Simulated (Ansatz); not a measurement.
# CHN (singlet): the correlation ladder at distance N1–C2 = 3.060 Å, 6-31G

Aim: climb from Hartree-Fock through coupled cluster and multireference methods for CHN (singlet) at one geometry and basis, and see what each rung misses.

Program: Ansatz 0.2.0, Gaussian basis. Level of theory: 6-31G, core rule «outside noble gas», up to 2 orbitals frozen. These are calculated values, not measurements.

To be run: UHF; CCSD(T) on RHF; CCSD(T) on UHF; BCCD(T) on RHF; CISD; CCSDT(Q) on RHF; CCSDT(Q) on UHF; CISDTQ; CCSDTQ on RHF; CASSCF and MRCISD+Q, 2 electrons in 2 orbitals; CASSCF and NEVPT2, 2 electrons in 2 orbitals; CASSCF and MRCISD+Q, 10 electrons in 9 orbitals; CASSCF and NEVPT2, 10 electrons in 9 orbitals; Full CI.

27 further runs of the same task are left out: 1 for a known fault of the program, 23 that didn't finish, 3 set aside as unsound or not needed.

### Step 1. The system

The geometry derives from a PBE0/def2-TZVP stationary point (not a proven minimum). One bond is set to the value named and the two fragments are kept rigid.

3 atoms, charge 0, spin multiplicity 1.

Atoms are counted from 1 here; the program's logs count them from 0.

Bond lengths: C2–H3 1.069 Å.

### Step 2. UHF

File in.yaml:

```yaml
crystal:
  periodic: [false, false, false]
  atoms:
    - {symbol: N, position_ang: [0.000000, 0.000000, 2.396242]}
    - {symbol: C, position_ang: [0.000000, 0.000000, -0.663758]}
    - {symbol: H, position_ang: [0.000000, 0.000000, -1.732483]}
basis:
  gaussian: {orbitals: 6-31G}
magnetization: {spin_polarized: true, initial_magnetization: 0}
hamiltonian: {xc: hf}
output: {orbitals: {seedname: orbitals}}
```

Launch:

```sh
> ansatz run in.yaml --threads 1 --pin off --events-out ev --progress --plain --max-ram 2393MiB
```

The runs that follow: CCSD(T) on RHF; CCSD(T) on UHF; BCCD(T) on RHF; CISD; CCSDT(Q) on RHF; CCSDT(Q) on UHF; CISDTQ; CCSDTQ on RHF; CASSCF and MRCISD+Q, 2 electrons in 2 orbitals; CASSCF and NEVPT2, 2 electrons in 2 orbitals; CASSCF and MRCISD+Q, 10 electrons in 9 orbitals; CASSCF and NEVPT2, 10 electrons in 9 orbitals; Full CI.

Q: Predict the results of all the runs planned. Wanted: FCI below the RHF energy; RMP2 from FCI; UMP2 from FCI; RCCSD from FCI; RCCSD(T) from FCI; UCCSD(T) from FCI; RCCSDT(Q) from FCI; UCCSDT(Q) from FCI; NEVPT2 valence from FCI.

The runs gave:

| quantity | value |
| --- | --- |
| FCI below the RHF energy | -12.0750 eV |
| RMP2 from FCI | +5104.6 meV |
| UMP2 from FCI | +524.8 meV |
| RCCSD from FCI | +3266.5 meV |
| RCCSD(T) from FCI | +2002.8 meV |
| UCCSD(T) from FCI | +22.4 meV |
| RCCSDT(Q) from FCI | +2844.2 meV |
| UCCSDT(Q) from FCI | +6.5 meV |
| NEVPT2 valence from FCI | +533.5 meV |
| MRCISD+Q valence from FCI | +3.4 meV |
| levels within 1 kcal/mol (43 meV) | UCCSD, UCCSD(T), UCCSDT, UCCSDT(Q), MRCISD+Q valence |
| T1 diagnostic | 0.065 |
| effectively unpaired electrons | 5.88 |

**Reading.** RCCSD(T) lands +2002.8 meV from the yardstick (16.6 % of the correlation energy). CCSD(T) misses by +2002.8 meV on the restricted determinant and by +22.4 meV on the unrestricted one; the two need not hold the same state or core. With 5.9 effectively unpaired electrons against 0 the state is strongly multireference. Of the multireference levels listed MRCISD+Q valence comes nearest in total energy (+3.4 meV), which doesn't show that its space is the better one. These misses are within one basis, not against nature.
